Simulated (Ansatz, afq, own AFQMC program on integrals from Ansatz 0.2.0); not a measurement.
Two steps: Ansatz 0.2.0 writes the Fock matrix and Cholesky factors of the valence space, and afq projects on them the lowest state that overlaps trial and start.

```yaml
crystal:
  periodic: [false, false, false]
  atoms:
    - {symbol: B, position_ang: [0.000000, 0.000000, 0.000000]}
    - {symbol: H, position_ang: [0.000000, 0.000000, 1.503000]}
basis:
  gaussian: {orbitals: cc-pVTZ}
magnetization: {spin_polarized: true, initial_magnetization: 0}
correlation: {method: ccsd_t, electrons: outside_noble_gas, hamiltonian_folder: ham}
```

```sh
$ ansatz run in.yaml --threads 1 --pin off --events-out ev --progress --plain --max-ram 16896MiB --backend cuda --devices 0, --max-vram 18GiB
```

afq runs on the folder ham with

```
--method free --trial cisd --walkers 20 --time-step 0.05 --max-blocks 30 --target-error 0.00048 --factor-cut 1e-05 --seed 670 --times 0,2,5,8,12 --taylor-order 10
```

Times are imaginary, in 1/Eh. The walk had a cap of 60 s.

```
orbitals 43  electrons 2 2  factors 251 of 251
reference energy -25.11471009 Eh
CCSD correlation -0.09742019 Eh in 14 cycles, weight of the determinant in the CISD state 0.7513
repeat  energy at the last time / Eh  error
    10  -25.224511  0.006919
    20  -25.218764  0.005839
    30  -25.216938  0.003112
time / (1/Eh)  energy / Eh  error  mean overlap
  0.00  -25.211670  0.000194  1.3321
  2.00  -25.215204  0.000475  1.3542
  5.00  -25.215980  0.000775  1.2913
  8.00  -25.215318  0.001203  1.3476
 12.00  -25.216938  0.003112  1.4929
energy -25.216938 +/- 0.003112 Eh
```

The run failed at least one of its tests; the cautions name the faults.

Against this walk (error 84.7 meV) on the same determinant: CCSD(T) 64.6 meV higher (within the noise), CCSDT(Q) 48.4 meV higher (within the noise), full CI 48.2 meV higher (within the noise). The error is statistical, and a free projection of finite length keeps a remainder of its start. The determinant has ⟨S²⟩ = 0.41, so the low cluster orders mix in higher spin, and so can this walk.

A setting was made bad on purpose (projection too long), so the walk's energy isn't to be trusted.

Cautions: remainder of the start not in the error; start is not spin pure; phase noise grows fast; error above the target (84.7 against 13.1 meV); strong correlation (T1 0.146, weight of the determinant 0.75, largest double 0.10); unrestricted determinant spin contaminated (⟨S²⟩ 0.41 against 0.00); so few walkers bias the energy; the time-step error isn't removed.

CCSDT and higher add their correlation energy to the determinant of the CCSD(T) run, since their own runs factorise the integrals more tightly (a shift of under 2 meV).
